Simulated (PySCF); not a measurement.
Rock-salt KBr was calculated with Hartree–Fock (PySCF, GTH pseudopotentials, Gaussian basis).

The same calculation (at the measured cell, 35.908 Å³/atom) with different numerical settings; throughout: k mesh 2×2×2:

| run | basis | gap on the mesh (eV) | total energy (eV/atom) |
|---|---|---|---|
| 1 | DZ | 12.383 | -562.9457 |
| 2 | TZ | 12.465 | -562.9994 |
| 3 | QZ | 12.420 | -563.0172 |

In the column total energy (eV/atom) the first row differs from the last by +0.0715 and the next to last by +0.0178.

The last row is no converged limit: other settings stay fixed.

Spin–orbit coupling is not included.
